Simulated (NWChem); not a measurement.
Correlation energy of CH₃

```
C
H 1 1.0908
H 1 1.0908 2 120.00
H 1 1.0908 2 120.00 3 180.00
```
Charge 0, spin multiplicity 2.

Everything below was run with NWChem. All single points use one geometry, from UB3LYP/def2-SVP, a minimum by its harmonic frequencies.

Basis set: 3-21G. Each correlation energy counts from its own Hartree-Fock reference.

The correlated methods keep 1 core orbital frozen. The structure started from a generated list of species. The unpaired electrons of the parent sit in orbitals of symmetry b2 (C2v labels of the run); other states weren't searched. The stability of the SCF solutions was not checked. Open-shell Hartree-Fock references start from PBE0 orbitals. Coupled-cluster values serve here as a point of comparison, not as the truth.

**Question.** Order these methods by the correlation energy they give, lowest first: CCSD(T) on ROHF, CCSD on ROHF, SCS-UMP2, CCSD on UHF.

**Answer.** CCSD(T) on ROHF (-98.6 mHa), CCSD on ROHF (-97.3 mHa), CCSD on UHF (-94.0 mHa), SCS-UMP2 (-80.4 mHa)
